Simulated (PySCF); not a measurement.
# Electric properties by functional and basis

Species: C5H10S.
Structure used (PBE0-D3(BJ)/def2-SVP), in Å, numbered top down from 1:
```
atom  x, y, z in Å
C1    -0.0528   -1.1876    0.1593
C2    -1.3379   -0.4033   -0.0900
C3    -1.2547    1.0377    0.3905
S4     0.0596    1.9781   -0.4360
C5     1.4368    0.8583   -0.0564
C6     1.1738   -0.5707   -0.5069
H7     0.1235   -1.2546    1.2489
H8    -0.1805   -2.2234   -0.1939
H9    -2.1794   -0.9029    0.4202
H10   -1.5712   -0.4055   -1.1685
H11   -2.1861    1.5841    0.1785
H12   -1.0950    1.0772    1.4824
H13    1.6436    0.8950    1.0276
H14    2.3126    1.2841   -0.5689
H15    1.0453   -0.5800   -1.6028
H16    2.0625   -1.1857   -0.2838
```

PySCF, dipoles from the SCF density, polarisabilities from static response with core orbitals frozen. The structure is a single PBE0-D3(BJ)/def2-SVP conformer in the gas phase; no vibrational or solvent corrections.

Q: How do dipole and polarisability depend on functional and basis here?

A: 

```csv
level,μ (D),error (%),α (Å³),anisotropy (Å³)
LDA/def2-SVPD,1.914,+7.5,12.28,2.33
PBE/def2-SVPD,1.892,+6.2,12.12,2.34
B3LYP/def2-SVPD,1.883,+5.7,11.79,2.26
PBE0/def2-SVPD,1.947,+9.3,11.67,2.26
BHandHLYP/def2-SVPD,1.934,+8.6,11.39,2.19
CAM-B3LYP/def2-SVPD,1.913,+7.4,11.58,2.19
wB97X-D/def2-SVPD,1.979,+11.1,11.54,2.18
LC-wPBE/def2-SVPD,1.988,+11.6,11.24,2.13
HF/def2-SVPD,2.042,+14.6,11.05,2.11
PBE0/6-31G*,1.940,+8.9,9.83,2.31
PBE0/6-31+G*,1.975,+10.9,11.01,2.04
PBE0/def2-SVP,1.726,-3.1,9.99,2.38
PBE0/aug-cc-pVDZ,1.915,+7.5,11.90,2.34
PBE0/def2-TZVP,1.822,+2.3,11.25,2.59
```

Reference dipole: 1.781 D (measured, gas; NIST CCCBDB Release 22 (SRD 101), experimental dipoles). The anisotropy is √(½[(α1 − α2)² + (α2 − α3)² + (α3 − α1)²]). For the dipole, the smallest error is 2.3% (PBE0/def2-TZVP) and the largest 14.6% (HF/def2-SVPD). The dipole runs from 1.73 D (PBE0/def2-SVP) to 2.04 D (HF/def2-SVPD). No reference polarisability is at hand; against PBE0 in the largest diffuse basis at hand (aug-cc-pVDZ) the other PBE0 rows deviate by 6-31G* -17%, 6-31+G* -7%, def2-SVP -16%, def2-SVPD -2%, def2-TZVP -5%. In one basis (def2-SVPD) the functionals order the polarisability from HF (lowest) to LDA (highest), a spread of 11%. With PBE0 the polarisability is 10.36 Å³ without diffuse functions (mean of 6-31G*, def2-SVP and def2-TZVP) and 11.53 Å³ with them (mean of 6-31+G*, def2-SVPD and aug-cc-pVDZ). Measured values can belong to vibrating molecules; the computed ones are for one fixed geometry.
